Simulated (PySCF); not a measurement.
**Nuclear quadrupole coupling in boron trihydride**

Species: boron trihydride, BH3.
SMILES with atom numbers: `[BH3:1]` (hydrogens: H2, H3, H4 on B1)

Structure used (PBE0-D3(BJ)/def2-TZVP), in Å, numbered top down from 1:
```
atom  x, y, z in Å
B1    -0.009   -0.013   -0.028
H2    -0.179    1.169   -0.019
H3    -0.947   -0.751   -0.045
H4     1.100   -0.456   -0.024
```

Field gradients from the PBE0/pcSseg-2 density (PySCF, non-relativistic), principal values in atomic units, ordered |Vxx| ≤ |Vyy| ≤ |Vzz|:

```tsv
atom	Vxx	Vyy	Vzz
B1	-0.3462	-0.3465	0.6927
```

Question: Find the asymmetry η = (Vxx − Vyy)/Vzz and the couplings χ = eQV/h (234.96 MHz × Q in barn × V in au), with Q(11B) = 0.04059 b.

Answer: 
```
atom             environment  nucleus     η  χzz (MHz)  χxx (MHz)  χyy (MHz)
  B1  three-coordinate boron      11B  0.00       6.61      -3.30      -3.30
```

The gradient is axial or nearly so (η below 0.05) at B1. 

Question: What is Vzz at B1 in SI units (1 au = 9.71736 × 10²¹ V/m²)?

Answer: 0.6927 au = 6.732 × 10²¹ V/m².

Geometry: PBE0-D3(BJ)/def2-TZVP; no solvent, vibrations or thermal averaging.

These values come from a run that also computed NMR shieldings. On one thread, Arm Neoverse N1 (aarch64), no GPU (shared host), this took 2.7 s wall and 0.30 GiB of memory at its peak.
